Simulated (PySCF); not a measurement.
Isomers C$_{5}$H$_{4}$O:

A. SMILES C(/C=C\C#C)=O
B. SMILES C(C#CC)=C=O
C. Cyclopentadienone (SMILES C1=CC=CC1=O)

Spectrum 1. $^{1}$H NMR (400 MHz, computed): δ 7.12 (d, J = 7.4 Hz, 2H), 5.42 (d, J = 7.4 Hz, 2H). $^{13}$C{$^{1}$H} NMR (computed): δ 208.2 (C), 155.6 (CH), 124.8 (CH).

Spectrum 2. $^{1}$H NMR (400 MHz, computed): δ 10.24 (d, J = 9.0 Hz, 1H), 6.63 (dd, J = 13.0, 4.5 Hz, 1H), 6.35 (ddd, J = 13.0, 9.0, 1.3 Hz, 1H), 3.86 (dd, J = 4.5, 1.3 Hz, 1H). $^{13}$C{$^{1}$H} NMR (computed): δ 193.2 (CH), 150.2 (CH), 134.4 (CH), 101.7 (CH), 80.9 (C).

Spectrum 3. $^{1}$H NMR (400 MHz, computed): δ 3.62 (q, J = 4.0 Hz, 1H), 2.07 (d, J = 4.0 Hz, 3H). $^{13}$C{$^{1}$H} NMR (computed): δ 211.3 (C), 100.9 (C), 64.0 (C), 12.6 (CH), 6.1 (CH3).

- structure optimised with PBE0-D3(BJ)/def2-SVP
- J couplings at B3LYP/pcJ-1 (spin–dipole term left out of most H,H and C,H couplings)
- GIAO PBE0/pcSseg-1 shieldings
- program: PySCF
- one conformer, in vacuum, one averaged value for each set of equivalent atoms, relativity neglected

Referencing at the same level of theory: $^{1}$H (σref 31.27) and $^{13}$C (σref 184.41) against TMS. Multiplet labels drop J under 1 Hz and among equivalent protons, and merge close values. Unscaled 3J(H,H) run several per cent high. Shifts are as computed. Against solution values, carbons near 30 ppm lie about +2 ppm off and those near 130 ppm about +5 ppm. Of 1211 compounds with measured shifts, 218 miss one by over three times the rms of a fit or turn the order of signals round; such compounds aren't used in these exercises.

Question: Which spectrum belongs to which compound?

Answer: 1–C, 2–A, 3–B.

- Spectrum 1 (C): 3 $^{13}$C signals; δC 208.2 is a ketone carbonyl carbon; δC 155.6 is a β carbon of a C=C–C=O unit.
- Spectrum 2 (A): 5 $^{13}$C signals; δC 193.2 is an aldehyde carbonyl carbon; δC 150.2 is an α carbon of a C=C–C=O unit.
- Spectrum 3 (B): 5 $^{13}$C signals; δC 100.9 is an alkyne carbon; δC 64.0 is an alkyne carbon.
